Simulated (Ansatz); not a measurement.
# quartet AlF2 at 6 levels

Wanted: a comparison of 6 runs (UHF/STO-3G, U-revPBE/STO-3G, UBLYP/STO-3G, UPBE0/STO-3G, UBCCD(T)/STO-3G, UCCSD/STO-3G) of quartet AlF2. 

The calculation is run with Ansatz 0.2.0.

37 further runs of the same task are left out: 1 that didn't finish, 36 set aside as unsound or not needed.

## (1) Starting point

AlF2: 3 atoms, total charge 0, spin state quartet. SMILES of the parent species: `[F][Al][F]`. Geometry: relaxed at PBE0-D4/def2-TZVP. That shape belongs to the parent species and isn't relaxed for this state.

Bond lengths: F1–Al2 1.647 Å, Al2–F3 1.647 Å. Angles: F1–Al2–F3 119.7°.

## (2) The energy at UHF/STO-3G (run 1)

Contents of in.yaml:

```yaml
crystal:
  periodic: [false, false, false]
  atoms:
    - {symbol: F, position_ang: [0.533000, -1.361200, 0.136400]}
    - {symbol: Al, position_ang: [0.388700, 0.275400, 0.245200]}
    - {symbol: F, position_ang: [-0.932500, 1.021000, -0.394800]}
basis:
  gaussian:
    orbitals: STO-3G
magnetization:
  spin_polarized: true
  initial_magnetization: 3
hamiltonian:
  xc: hf
accuracy: high
```

Run with:

```console
$ ansatz run in.yaml --threads 1 --pin off --max-ram 2610MiB --events-out events.jsonl --progress --plain --runs-dir runs
```

What it wrote:

```text
Warning: RAYON_NUM_THREADS=1 ignored (pool sized by the plan → 1); use --threads N
Functional definition: HF
  name "HF"
  exchange = exact_x
  correlation = 0
332 factors; integrals over basis functions are off by at most 2.8e-8 eV
mean field evaluation 1: about -11829.9239 eV, gradient 7.9e0 eV
mean field evaluation 2: about -11829.9952 eV, gradient 7.8e0 eV
mean field evaluation 4: about -11831.1208 eV, gradient 1.6e0 eV
mean field evaluation 8: about -11831.2231 eV, gradient 1.1e0 eV
mean field evaluation 16: about -11832.1979 eV, gradient 1.4e-4 eV
mean field evaluation 32: about -11832.2468 eV, gradient 3.2e-4 eV
mean field evaluation 64: about -11831.0688 eV, gradient 3.9e-1 eV
mean field evaluation 96: about -11832.0761 eV, gradient 7.4e-1 eV
mean field evaluation 128: about -11831.1582 eV, gradient 3.7e-2 eV
mean field evaluation 160: about -11831.4737 eV, gradient 4.1e-2 eV
mean field -11832.24681278 eV, -434.8270501849 hartree, gradient 1.3e-8 eV, S^2 3.751991; 6 other end points of the search recorded, 0 dependent functions left out
reference -11832.24681278 eV, -434.8270501849 hartree; 17, 14 occupied and 2, 5 virtual orbitals, 332 factors
Total energy: -11832.24681278 eV, -434.8270501849 hartree
```

Run time: 0.38 s. Hardware: 1 thread of Arm Neoverse V1, shared host.

## (3) The energy at U-revPBE/STO-3G (run 2)

Contents of in.yaml:

```yaml
crystal:
  periodic: [false, false, false]
  atoms:
    - symbol: F
      position_ang: [0.533000, -1.361200, 0.136400]
    - symbol: Al
      position_ang: [0.388700, 0.275400, 0.245200]
    - symbol: F
      position_ang: [-0.932500, 1.021000, -0.394800]
basis:
  gaussian:
    orbitals: STO-3G
magnetization:
  spin_polarized: true
  initial_magnetization: 3
hamiltonian:
  xc: {name: revPBE}
accuracy: high
```

Run with:

```console
$ ansatz run in.yaml --threads 1 --pin off --max-ram 2610MiB --events-out events.jsonl --progress --plain --runs-dir runs
```

What it wrote:

```text
Warning: RAYON_NUM_THREADS=1 ignored (pool sized by the plan → 1); use --threads N
Functional definition: revPBE
  name "revPBE"
  parameter kappa = 1.245
  parameter beta = 0.06672455060314922
  exchange = pbe_x(kappa = kappa, mu = beta*pi^2/3)
  correlation = pbe_c(beta = beta)
332 factors; integrals over basis functions are off by at most 2.8e-8 eV
mean field evaluation 1: about -11861.2962 eV, gradient 3.8e0 eV
mean field evaluation 2: about -11861.3985 eV, gradient 2.9e0 eV
mean field evaluation 4: about -11860.9444 eV, gradient 7.7e0 eV
mean field evaluation 8: about -11861.4666 eV, gradient 7.0e-2 eV
mean field evaluation 16: about -11860.8612 eV, gradient 1.1e0 eV
mean field evaluation 32: about -11860.8727 eV, gradient 1.7e-6 eV
mean field -11861.46671273 eV, -435.9008617018 hartree, gradient 2.8e-8 eV, S^2 3.750365; 11 other end points of the search recorded, 0 dependent functions left out
reference -11861.46671467 eV, -435.9008617734 hartree; 17, 14 occupied and 2, 5 virtual orbitals, 332 factors
Total energy: -11861.46671467 eV, -435.9008617734 hartree
```

Wall time 5.4 s (1 thread of Arm Neoverse V1, shared host); peak memory 0.12 GiB.

Runs 3 to 5 aren't shown in full; the table further down has their settings and results.

## (4) A single-point energy at UCCSD/STO-3G (run 6)

Contents of molecule.yaml:

```yaml
crystal:
  periodic: [false, false, false]
  atoms:
    - {symbol: F, position_ang: [0.533000, -1.361200, 0.136400]}
    - {symbol: Al, position_ang: [0.388700, 0.275400, 0.245200]}
    - {symbol: F, position_ang: [-0.932500, 1.021000, -0.394800]}
basis:
  gaussian:
    orbitals: STO-3G
magnetization:
  spin_polarized: true
  initial_magnetization: 3
correlation:
  method: ccsd
  frozen_orbitals: {Al: 5, F: 1}
accuracy: high
scf:
  omitted_lower_state_checks: [cluster_reference, increment]
```

Run with:

```console
$ ansatz run molecule.yaml --threads 1 --pin off --max-ram 2610MiB --events-out events.jsonl --progress --plain --runs-dir runs
```

What it wrote:

```text
Warning: RAYON_NUM_THREADS=1 ignored (pool sized by the plan → 1); use --threads N
[... 17 lines left out ...]
7 core orbitals not correlated: weight in the atoms' cores, before any rotation towards them, 1.000 or more for the frozen orbitals, at most 0.000 for the correlated occupied ones
[... 41 lines left out ...]
Total energy: -11833.19069979 eV, -434.8617373925 hartree
Checks for a lower state left out: cluster_reference, increment
```

Wall time 0.77 s (1 thread of Arm Neoverse V1, shared host).

## (5) Overview of the runs

```csv
run,level,frozen core orbitals,energy (Eh),⟨S²⟩,wall time
1,UHF/STO-3G,–,-434.827050,3.752,0.38 s
2,U-revPBE/STO-3G,–,-435.900862,3.750,5.4 s
3,UBLYP/STO-3G,–,-435.923784,3.750,5.7 s
4,UPBE0/STO-3G,–,-435.731110,3.750,2.1 s
5,UBCCD(T)/STO-3G,7,-434.869905,3.752,0.99 s
6,UCCSD/STO-3G,7,-434.861737,3.752,0.77 s
```

## (6) Results

| quantity | value |
| --- | --- |
| run 6: total energy | -434.86174 Eh |
| run 6: correlation energy (7 core orbitals frozen) | -34.7 mEh |
| run 6: ⟨S²⟩ of the reference determinant | 3.752 |
| run 6: T1 diagnostic | 0.049 |

What this shows: Below the UHF energy at the same shape and in the same basis (STO-3G): UBCCD(T) -42.9 mEh; UCCSD -34.7 mEh. Totals of different functionals can't be ranked against each other. In runs 1, 2, 3, 4, 5, 6 the basis is minimal, so the values are rough. All runs together took 15 s, the longest 5.7 s.
